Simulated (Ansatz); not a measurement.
```yaml
crystal:
  periodic: [false, false, false]
  atoms:
    - {symbol: Al, position_ang: [-1.285645, -1.241525, 0.003893]}
    - {symbol: Se, position_ang: [0.465245, 0.449279, -0.001409]}
    - {symbol: H, position_ang: [-2.143526, 0.187498, -0.000007]}
    - {symbol: H, position_ang: [0.112573, -2.148755, 0.006156]}
basis:
  gaussian: {orbitals: def2-TZVP}
magnetization: {spin_polarized: true, initial_magnetization: 3}
hamiltonian: {xc: pbe0}
relax: {f_tol: 0.004, max_steps: 80}
```

```sh
$ ansatz run in.yaml --threads 1 --pin off --events-out ev --progress --plain --max-ram 2176MiB
```

Steps of the relaxation (energy above the last step; positions in Å, forces in eV/Å):

```
4
step 1, 174.1 meV
Al   -1.286   -1.242    0.004   -0.698   -0.674    0.002
Se    0.465    0.449   -0.001   -0.201   -0.194    0.001
H    -2.144    0.187    0.000    0.199    0.694   -0.002
H     0.113   -2.149    0.006    0.700    0.174   -0.001
```

```
4
step 2, 27.9 meV
Al   -1.415   -1.367    0.004    0.402    0.388   -0.001
Se    0.325    0.314   -0.001   -0.055   -0.053    0.000
H    -1.982    0.290    0.000   -0.178   -0.163    0.001
H     0.221   -1.991    0.006   -0.169   -0.172    0.001
```

```
4
step 3, 2.2 meV
Al   -1.369   -1.322    0.004    0.056    0.054    0.000
Se    0.360    0.348   -0.001   -0.098   -0.094    0.000
H    -2.049    0.278    0.000    0.039    0.002    0.000
H     0.207   -2.057    0.006    0.003    0.038    0.000
```

```
4
step 6, 0.0 meV
Al   -1.369   -1.322    0.004    0.001    0.001    0.000
Se    0.342    0.331   -0.001   -0.002   -0.002    0.000
H    -2.040    0.286    0.000   -0.002    0.003    0.000
H     0.215   -2.049    0.006    0.003   -0.002    0.000
```

Close pairs at the end: Al1–H3 1.743 Å, Al1–H4 1.743 Å, Al1–Se2 2.379 Å.

A stationary point of unrestricted PBE0 after 6 steps, with ⟨S²⟩ = 3.765 against 3.75 for a pure state; no frequencies were run, so it isn't proven a minimum. 23 s on 1 thread of Intel Xeon 6975P-C, shared host.
